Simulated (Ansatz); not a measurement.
```yaml
crystal:
  periodic: [false, false, false]
  atoms:
    - {symbol: F, position_ang: [0.113370, -2.969265, -0.284147]}
    - {symbol: C, position_ang: [0.321662, -1.776052, 0.276580]}
    - {symbol: C, position_ang: [-0.098764, -0.654811, -0.294184]}
    - {symbol: C, position_ang: [0.115610, 0.644576, 0.294607]}
    - {symbol: C, position_ang: [-0.305148, 1.765813, -0.275918]}
    - {symbol: F, position_ang: [-0.097009, 2.958973, 0.284980]}
    - {symbol: H, position_ang: [0.856051, -1.844688, 1.217671]}
    - {symbol: H, position_ang: [-0.624415, -0.723655, -1.241808]}
    - {symbol: H, position_ang: [0.641509, 0.713421, 1.242094]}
    - {symbol: H, position_ang: [-0.839766, 1.834488, -1.216875]}
basis:
  gaussian: {orbitals: 6-31G}
magnetization: {spin_polarized: true, initial_magnetization: 4}
hamiltonian: {xc: {name: wB97X-V}}
output: {forces: true}
```

```sh
$ ansatz run in.yaml --threads 4 --pin off --events-out ev --progress --plain --max-ram 10444MiB
```

Shortened log:

```
Functional definition: wB97X-V
786 factors; integrals over basis functions are off by at most 2.4e-4 eV
278 factors; integrals over basis functions are off by at most 3.6e-6 eV
mean field evaluation 1: about -9627.6996 eV, gradient 1.6e1 eV
mean field evaluation 2: about -9628.9214 eV, gradient 6.7e0 eV
mean field evaluation 4: about -9629.1910 eV, gradient 4.6e-1 eV
mean field evaluation 8: about -9629.3760 eV, gradient 1.0e-1 eV
mean field evaluation 16: about -9629.3761 eV, gradient 8.6e-5 eV
mean field -9629.37610639 eV, -353.8730448841 hartree, gradient 8.6e-5 eV, S^2 6.008652; 0 other end points of the search recorded, 0 dependent functions left out
reference -9629.37610577 eV, -353.8730448616 hartree; 25, 21 occupied and 37, 41 virtual orbitals, 786 factors
Total energy: -9629.37610577 eV, -353.8730448616 hartree
Atom 0 at     0.113370    -2.969265    -0.284147 Å, force    -0.606820    -1.646663    -1.341850 eV/Å
Atom 1 at     0.321662    -1.776052     0.276580 Å, force     4.390177    -6.781661     6.743466 eV/Å
Atom 2 at    -0.098764    -0.654811    -0.294184 Å, force    -4.558800     5.238988    -7.288386 eV/Å
Atom 3 at     0.115610     0.644576     0.294607 Å, force     4.560543    -5.239094     7.287104 eV/Å
Atom 4 at    -0.305148     1.765813    -0.275918 Å, force    -4.392918     6.781737    -6.741640 eV/Å
Atom 5 at    -0.097009     2.958973     0.284980 Å, force     0.606074     1.646538     1.342291 eV/Å
Atom 6 at     0.856051    -1.844688     1.217671 Å, force    -0.022287    -0.029262    -0.044911 eV/Å
Atom 7 at    -0.624415    -0.723655    -1.241808 Å, force    -0.038166     0.099636    -0.054337 eV/Å
Atom 8 at     0.641509     0.713421     1.242094 Å, force     0.039735    -0.099499     0.053468 eV/Å
Atom 9 at    -0.839766     1.834488    -1.216875 Å, force     0.022463     0.029280     0.044796 eV/Å
Dipole moment:    -0.000017     0.000006    -0.000012 e Å
```

In this input the spin is set far too high for this molecule. The calculation finished and met its thresholds. The result belongs to that input, not to the molecule as meant.
